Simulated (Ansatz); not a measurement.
Geometry optimisation, RKS r2SCAN-D4/def2-SVP (Ansatz).

Input:

```yaml
crystal:
  periodic: [false, false, false]
  atoms:
    - { symbol: O, position_ang: [1.5724, -0.0989, 0.4206] }
    - { symbol: C, position_ang: [0.1045, -0.0907, 0.3194] }
    - { symbol: O, position_ang: [-0.50467, 1.03752, -0.30133] }
    - { symbol: "N", position_ang: [-0.50291, -0.39773, 1.71428] }
    - { symbol: C, position_ang: [-0.68085, -1.16735, 0.7362] }
    - { symbol: F, position_ang: [-1.24336, -2.32613, 0.41829] }
    - { symbol: H, position_ang: [1.919, -0.2629, -0.4622] }
    - { symbol: H, position_ang: [-0.80795, 1.5977, 0.38885] }
basis:
  gaussian: { orbitals: def2-SVP }
hamiltonian:
  xc: r2scan
  dispersion: d4
relax:
  f_tol: 0.015
  max_steps: 40
```

Run as:

```bash
$ ansatz run input.yaml --threads 2 --pin off --max-ram 3072MiB --backend cpu --events-out ev --progress --plain --runs-dir out
```

Q: Where does it end, and by what steps?

A: The run converged. After 15 steps the energy has fallen by 0.509 eV; H8 moved furthest, 0.68 Å.

| step | energy less start (eV) | largest force component (eV/Å) | accepted |
| --- | --- | --- | --- |
| 0 | 0.0000 | 3.012 | yes |
| 1 | -0.3179 | 1.521 | yes |
| 2 | -0.4061 | 0.711 | yes |
| 3 | -0.4538 | 0.262 | yes |
| 4 | -0.4249 | 1.923 | no |
| 5 | -0.4651 | 0.123 | yes |
| 6 | -0.4834 | 0.268 | yes |
| 7 | -0.4865 | 0.240 | yes |
| 8 | -0.4848 | 0.942 | no |
| 9 | -0.4964 | 0.190 | yes |
| 10 | -0.5022 | 0.483 | yes |
| 11 | -0.5052 | 0.524 | yes |
| 12 | -0.5091 | 0.060 | yes |
| 13 | -0.5085 | 0.135 | no |
| 14 | -0.5094 | 0.023 | yes |
| 15 | -0.5094 | 0.009 | yes |

```xyz
8
Properties=species:S:1:pos:R:3
O 1.405 -0.060 0.442
C 0.032 -0.114 0.431
O -0.561 0.913 -0.251
N -0.563 -0.571 1.758
C -0.700 -1.294 0.741
F -1.245 -2.453 0.461
H 1.694 0.131 -0.463
H -0.206 1.740 0.115
```

Whether the end is a true minimum wasn't checked by a vibrational analysis.

Run time: 81 s on 2 threads of Arm Neoverse N1, with other jobs on the host, peak memory 0.19 GiB.
